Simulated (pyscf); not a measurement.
PySCF, gas phase, ωB97X-D3(BJ)/def2-SVP geometries.

Q: For the elementary gas-phase step HO–SiH₂–F + hydrogen fluoride (HF) → HO–SiH(F)–F + hydrogen (H₂) (singlet surface; H–Si, F–H broken, F–Si, H–H formed), what barrier and reaction energy does ωB97M-D3(BJ)/def2-TZVP give, measured from the separated reactants?

A: ΔE‡ = 1.09 eV, ΔE = -1.51 eV. Zero-point energy shifts the barrier by +0.02 eV. It is a four-centre exchange, with an imaginary mode of 1123i cm⁻¹. The same reactants have a lower exit, to F–SiH₂–F + H₂O (barrier +0.48 eV at ωB97M-D3(BJ)/def2-TZVP, against +1.09 eV here). This is the saddle that the search found; another between the same sides may lie lower.
